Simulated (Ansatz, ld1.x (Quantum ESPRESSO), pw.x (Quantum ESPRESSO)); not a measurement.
Mn (Z = 25): one change to the TM potential, in the atom and in the diamond crystal

```
Element                 : manganese
Generator               : ld1.x (Quantum ESPRESSO) 7.5
Type                    : norm-conserving Troullier–Martins (Kleinman–Bylander form)
Functional              : PBEsol
Relativity              : scalar-relativistic
Frozen core             : [Ne] 3s2
Valence charge          : 13
Reference configuration : 3p6 3d5 4s2 4p0
Partial waves           : 4s (bound): rc 2.80 bohr; 3p (bound): rc 1.35 bohr; 3d (bound): rc 1.65 bohr
Local potential         : all-electron potential smoothed inside 1.80 bohr (lloc = -2)
Core correction         : none
```

Change: local potential the s channel.

Cutoffs, loose and tight: the cutoffs (Ry, on a coarse ladder) from which the occupation-weighted sum of valence levels, in a spherical-Bessel basis at the reference potential, stays within 10 and 1 mRy of its value at 400 Ry. They do not see the model core or the augmentation charge, which bear on the density cutoff. Test errors are all-electron minus pseudo excitation energies from the reference, over the configurations 3p6 3d5 4s1 4p0; 3p6 3d5 4s0 4p0; 3p6 3d4 4s0 4p0; 3p6 3d5.5 4s1.5 4p0; 3p6 3d6 4s0 4p0; 3p6 3d5 4s0 4p2; 3p6 3d3 4s0 4p0; variants that change the core or the reference have their own tests.

Crystal test: diamond Mn in pw.x 7.5, no spin, 9³ k-points, Fermi–Dirac smearing 0.01 Ry, cutoffs set for each file from its atomic test. The reference is all-electron LAPW (Ansatz 0.2.0) with the same functional, mesh and smearing; V0 and B0 come from Birch–Murnaghan fits to the pressures at five volumes. Errors are pseudo minus all-electron; Δ is the rms difference of the E(V) curves that follow from these fits, minima aligned, over ±6 % about the mean V0. Mesh and smearing are coarse, so the numbers serve the comparison and aren't converged zero-temperature values; the lattice is a test structure that the element need not adopt. Spin polarisation and strong correlation are left out, which matters for this element.

All-electron: a0 = 4.884 Å (V0 = 14.56 Å³/atom), B0 = 159.8 GPa.

Q: Does the change bring the crystal closer to the all-electron result?

A: The mean pressure error goes from +7.58 to +33.22 GPa, so the change moves the solid further from the all-electron pressures. Neither pressure curve crosses zero within the volumes sampled, so no fits are given.

```tsv
quantity	base	changed
outcome (atom)	generated	generated
cutoff, loose (atom)	90 Ry	90 Ry
cutoff, tight (atom)	140 Ry	140 Ry
bound ghosts (atom)	none	none
largest test error (meV) (atom)	-365 over the solved tests; 1 of 7 tests not solved or not reliable	-1487 over the solved tests; 1 of 7 tests not solved or not reliable
cutoffs in pw.x (Ry)	170/680	170/680
mean pressure error (GPa)	+7.58	+33.22
```

Base: The largest radius (2.80 bohr) exceeds half the bond length (1.99 bohr), so the spheres overlap, which is one possible source of error among others. This is a poor potential for the solid. Atomic configuration tests: 1 of 7 tests not solved or not reliable. Changed file: The largest radius (2.80 bohr) exceeds half the bond length (1.99 bohr), so the spheres overlap, which is one possible source of error among others. This is a poor potential for the solid. Atomic configuration tests: 1 of 7 tests not solved or not reliable.
